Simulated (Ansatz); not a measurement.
Process, species as SMILES: N#N (N2) + 3 [H][H] (H2) → 2 N (NH3)
B3LYP-D3(BJ)/def2-TZVP geometries, fixed; electronic energies without zero-point terms.

Core correlation in the energy of full hydrogenation at CCSD(T) with Ansatz (an electronic-structure program), in kcal/mol: frozen core against all electrons. Core-valence sets carry the plain set on hydrogen. Costs are rough ratios of core time on shared machines of one kind.

```
basis      functions, most  frozen core
---------  ---------------  -----------
cc-pVDZ                 29       -24.41
cc-pCVDZ                36       -24.18
cc-pVTZ                 72       -34.88
cc-pCVTZ                86       -34.04
cc-pwCVTZ               86       -33.88
cc-pVQZ                145       -37.91
cc-pwCVQZ              174       -37.59
cc-pCVQZ               174       -37.65
```

How large is the core term in each set?

The largest core-valence set, cc-pCVQZ, gives a core term of -0.44 kcal/mol; the valence set cc-pVQZ, which lacks functions for the core, gives -1.75. By row: cc-pVDZ -0.59, cc-pCVDZ -0.50, cc-pVTZ -2.58, cc-pCVTZ -0.45, cc-pwCVTZ -0.46, cc-pVQZ -1.75, cc-pwCVQZ -0.44, cc-pCVQZ -0.44.
